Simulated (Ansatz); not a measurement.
# The standard entropy of O2F (SMILES [O]OF) from a frequency calculation

A doublet with charge 0, relaxed at USVWN5/def2-TZVP (Ansatz 0.2.0):

```xyz
3

O     0.9446   -0.2939    0.4886
O     0.1359    0.4961    0.1292
F    -1.0805   -0.2022   -0.6178
```

Harmonic wavenumbers in cm⁻¹: 455, 712, 1573.

Masses in u: O 15.999, F 18.998. Take T = 298.15 K, p = 1 bar, R = 8.3145 J/(mol K), kT/hc = 207.22 cm⁻¹, rigid rotor and harmonic oscillator.

**Question.** Work out S° at 298 K.

**Answer.** 
1. Translation (Sackur–Tetrode): S = R[3/2 ln M + 5/2 ln T − 1.1517] with M = 50.996 gives 157.9 J/(mol K).
2. Rotation: principal moments 6.111, 47.793, 53.904 u Å² give A, B, C = 2.7584, 0.3527, 0.3127 cm⁻¹; the symmetry number is σ = 1; q = (√π/σ)√((kT/hc)³/ABC) = 9586; S = R(ln q + 3/2) = 88.7.
3. Vibration: with u = ν̃/207.22, each mode gives R[u/(eᵘ − 1) − ln(1 − e⁻ᵘ)]; the sum is 4.5, most from 455 cm⁻¹ (3.3), 712 cm⁻¹ (1.2).
4. Spin: R ln 2 = 5.8.
5. Sum: 157.9 + 88.7 + 4.5 + 5.8 = 256.9 J/(mol K).

The tabulated value is 259.5 J/(mol K) (CRC Handbook of Chemistry and Physics): the model is off by -2.6.
